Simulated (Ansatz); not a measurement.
# CH4SSi (SMILES CS[SiH]): functionals against CCSD(T) at one geometry

A test off equilibrium: a structure displaced at random from a GFN2-xTB minimum is computed at several levels, and each is set against CCSD(T).

Method: single points in def2-TZVPP; program: Ansatz 0.2.0, Gaussian basis.

Correlated methods freeze the cores.

## 1. Where the work starts

SMILES `CS[SiH]`, 7 atoms, charge 0, spin multiplicity 1.

Atoms are counted from 1 here; the program's logs count them from 0.

Bond lengths: C1–S2 1.873 Å, C1–H4 1.167 Å, C1–H5 1.068 Å, C1–H6 1.168 Å, S2–Si3 2.183 Å, Si3–H7 1.513 Å. Angles: S2–C1–H4 107.4°, S2–C1–H5 109.9°, S2–C1–H6 108.3°, H4–C1–H5 109.0°, H4–C1–H6 111.0°, H5–C1–H6 111.2°, C1–S2–Si3 102.0°, S2–Si3–H7 93.8°.

Geometry (Å):

```csv
atom,x (Å),y (Å),z (Å)
C1,-0.8198,0.7220,-0.3180
S2,-0.0369,-0.3866,0.9721
Si3,1.7364,-1.1151,-0.0720
H4,-1.7908,1.1691,0.1490
H5,-0.1530,1.5193,-0.5644
H6,-1.0681,0.0732,-1.2575
H7,2.2188,-1.9314,1.1066
```

## 2. CCSD(T)/def2-TZVPP

run/in.yaml

```yaml
crystal:
  periodic: [false, false, false]
  atoms:
    - {symbol: C, position_ang: [-0.819800, 0.722000, -0.318000]}
    - {symbol: S, position_ang: [-0.036900, -0.386600, 0.972100]}
    - {symbol: Si, position_ang: [1.736400, -1.115100, -0.072000]}
    - {symbol: H, position_ang: [-1.790800, 1.169100, 0.149000]}
    - {symbol: H, position_ang: [-0.153000, 1.519300, -0.564400]}
    - {symbol: H, position_ang: [-1.068100, 0.073200, -1.257500]}
    - {symbol: H, position_ang: [2.218800, -1.931400, 1.106600]}
basis:
  gaussian: {orbitals: def2-TZVPP}
correlation: {method: ccsd_t}
output: {forces: true}
```

The command line of these runs was not kept.

## 3. PBE0-D4/def2-TZVPP

run/in.yaml: that of step 2 with these lines changed.

```diff
@@ -12,3 +12,3 @@
   gaussian: {orbitals: def2-TZVPP}
-correlation: {method: ccsd_t}
-output: {forces: true}
+hamiltonian: {xc: pbe0, dispersion: d4}
+output: {forces: true, orbitals: {seedname: orbitals}}
```

## 4. wB97M-V/def2-TZVPP

run/in.yaml: that of step 3 with these lines changed.

```diff
@@ -12,3 +12,3 @@
   gaussian: {orbitals: def2-TZVPP}
-hamiltonian: {xc: pbe0, dispersion: d4}
-output: {forces: true, orbitals: {seedname: orbitals}}
+hamiltonian: {xc: {name: wB97M-V}}
+output: {forces: true}
```

## 5. r2SCAN-D4/def2-TZVPP

run/in.yaml: that of step 4 with these lines changed.

```diff
@@ -12,3 +12,3 @@
   gaussian: {orbitals: def2-TZVPP}
-hamiltonian: {xc: {name: wB97M-V}}
+hamiltonian: {xc: r2scan, dispersion: d4}
 output: {forces: true}
```

## 6. PBE-D4/def2-TZVPP

run/in.yaml: that of step 5 with these lines changed.

```diff
@@ -12,3 +12,3 @@
   gaussian: {orbitals: def2-TZVPP}
-hamiltonian: {xc: r2scan, dispersion: d4}
+hamiltonian: {xc: pbe, dispersion: d4}
 output: {forces: true}
```

## 7. CAM-B3LYP-D4/def2-TZVPP

run/in.yaml: that of step 6 with these lines changed.

```diff
@@ -12,3 +12,3 @@
   gaussian: {orbitals: def2-TZVPP}
-hamiltonian: {xc: pbe, dispersion: d4}
+hamiltonian: {xc: {name: CAM-B3LYP}, dispersion: d4}
 output: {forces: true}
```

## 8. HSE06-D4/def2-TZVPP

run/in.yaml: that of step 7 with these lines changed.

```diff
@@ -12,3 +12,3 @@
   gaussian: {orbitals: def2-TZVPP}
-hamiltonian: {xc: {name: CAM-B3LYP}, dispersion: d4}
+hamiltonian: {xc: hse06, dispersion: d4}
 output: {forces: true}
```

(Steps that only read results are left out.)

What does the calculation give? Wanted: energy less free atoms, CCSD(T)/def2-TZVPP; RMS force component; RMS force error; HOMO and LUMO, PBE0-D4; T1 diagnostic.

As calculated:

| quantity | value |
| --- | --- |
| energy less free atoms, CCSD(T)/def2-TZVPP | -525.2 kcal/mol |
| RMS force component | 0.879 to 0.960 eV/Å over the methods |
| RMS force error | PBE0-D4 0.094, wB97M-V 0.070, r2SCAN-D4 0.048, PBE-D4 0.144, CAM-B3LYP-D4 0.089, HSE06-D4 0.090 eV/Å |
| HOMO and LUMO, PBE0-D4 | -6.64 and -2.48 eV |
| T1 diagnostic | 0.017 |

**Reading.** Against CCSD(T) the functionals' energies less atoms differ by -25.5 to -13.3 kcal/mol, PBE-D4 by -25.5 kcal/mol. CCSD(T) in triple zeta still lacks some correlation energy of the bonds, so part of these gaps is its own basis error and they don't rank the functionals. For forces r2SCAN-D4 does best and PBE-D4 worst. Frozen-core CCSD(T) forces in triple zeta carry basis errors of their own, and this is one geometry, so small gaps rank nothing. The restricted Hartree–Fock reference is unstable towards an unrestricted one at one or more of these structures.
